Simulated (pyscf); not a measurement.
Optimised with ωB97X-D3(BJ)/def2-SVP in PySCF. Correlated levels are frozen-core, on RHF or UHF. ΔMP2 is the change of the MP2 total energy from the triple- to the quadruple-zeta basis.

How much does it cost (ΔH, 298 K, CCSD(T)/def2-TZVPP + ΔMP2(QZVPP)) to split H₃C–Te–CH₃ at its C–Te bond into CH₃• + H₃C–Te•?

C–Te to CH₃• + H₃C–Te•: 59.2 kcal/mol. Other isomers of H₃C–Te• were not searched in full and may lie lower. The CCSD(T) − MP2 part came from Ansatz, without density fitting, on the same reference. The frozen core leaves the outer d or s,p core shells of the metals and heavy elements correlated in the MP2 and CC values, and def2-TZVPP describes them poorly, which can shift differences by a few kcal/mol. Elements past Kr carry the def2 core potentials, without spin-orbit coupling.
